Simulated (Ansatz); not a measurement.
For hcp Cd, PBE-D3(BJ) in Ansatz (plane waves, PAW) gives:

* **equilibrium lattice constant a**: 2.995 Å
* **lattice parameter c**: 5.481 Å

Question: What does r²SCAN-D4 (Ansatz, a quantum-chemistry and plane-wave program, plane waves, PAW) give for the same quantities?

Answer: 
- lattice constant a: 2.960 Å (shrinks by 1.2 %)
- lattice parameter c: 5.678 Å (goes up by 3.6 %)

For comparison: lattice constant a 2.979 Å (measured, 293 K, not corrected to a static lattice; as tabulated in Wikipedia's data pages); lattice parameter c 5.617 Å (measured, 293 K, no zero-point or thermal correction; as tabulated in Wikipedia's data pages).

Changes are worked out from the printed values.

Unless a cell is named, each level is at its own relaxed cell (PBE-D3(BJ) 21.29, r²SCAN-D4 21.55 Å³/atom).

Ansatz's density-functional and Hartree–Fock values are scalar-relativistic unless marked +SOC, with PAW data made under PBE.
